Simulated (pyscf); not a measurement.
Multi-bond step: `[SH2]` + `[GeH4]` → `[SH2]` + `[H][H]` + `[GeH2]` [singlet]

Gas phase, singlet surface, charge 0. Bonds broken: S1–H2, Ge4–H5, Ge4–H6. Bonds formed: S1–H5, H2–H6. PySCF, gas phase, ωB97X-D3(BJ)/def2-SVP geometries.

Transition state (Å):

```xyz
8

S      1.8750    -0.4346    -0.3365
H      0.4506     0.3778     0.0520
H      2.5201     0.0196     0.7571
Ge    -0.8688    -0.8957     1.3470
H      0.8487    -1.2653     0.5299
H     -0.4581     0.5677     0.4375
H     -1.1051    -0.1567     2.7053
H     -2.3357    -1.0119     0.8202
```

One imaginary mode, 1608i cm⁻¹; descent along it reached the two sides named, in the forms told below.

| bond | change | reactant side (Å) | saddle | product side |
|---|---|---|---|---|
| S1–H2 | breaks | 1.346 | 1.685 | 2.9 |
| Ge4–H5 | breaks | 1.532 | 1.938 | 3.4 |
| Ge4–H6 | breaks | 1.535 | 1.771 | 2.100 |
| S1–H5 | forms | 3.6 | 1.579 | 1.346 |
| H2–H6 | forms | 3.1 | 1.005 | 0.784 |

Electronic energies relative to the separated reactants (kcal/mol):

```tsv
level	barrier	reaction energy	reverse barrier
ωB97X-D3(BJ)/def2-TZVP	66.1	+47.2	18.9
PBE/def2-TZVP	48.3	+43.8	4.5
r²SCAN/def2-TZVP	54.3	+48.1	6.2
B3LYP-D3(BJ)/def2-TZVP	57.0	+42.0	15.0
PBE0-D3(BJ)/def2-TZVP	55.8	+47.3	8.5
M06-2X/def2-TZVP	64.0	+42.3	21.7
ωB97M-D3(BJ)/def2-TZVP	65.1	+43.1	21.9
HF/def2-TZVP	91.9	+43.9	48.0
```

With ωB97M-D3(BJ)/def2-TZVP energies and thermal terms (ideal gas, 1 atm, RRHO with modes under 100 cm⁻¹ raised to 100, one conformer, R ln 2 for chiral ones without a mode under 150 cm⁻¹), in kcal/mol:

| T (K) | ΔH‡ | ΔG‡ | ΔH | ΔG |
|---|---|---|---|---|
| 298 | 62.5 | 70.9 | +39.5 | +29.9 |
| 600 | 63.0 | 79.3 | +40.3 | +19.9 |
| 900 | 63.9 | 87.2 | +40.2 | +9.6 |
| 1200 | 65.0 | 94.8 | +39.8 | -0.5 |

On the product side the descent ends in a bound adduct (not fully relaxed), 9.3 kcal/mol under the separated species and 28.1 kcal/mol under the saddle at ωB97X-D3(BJ)/def2-TZVP. The same reactants have a lower exit, to HS–GeH₃ + H₂ (barrier +55.1 kcal/mol at ωB97M-D3(BJ)/def2-TZVP, against +65.1 kcal/mol here). One saddle was located; it need not be the lowest between these sides. Elements up to Kr have no core potential and no relativistic terms here.
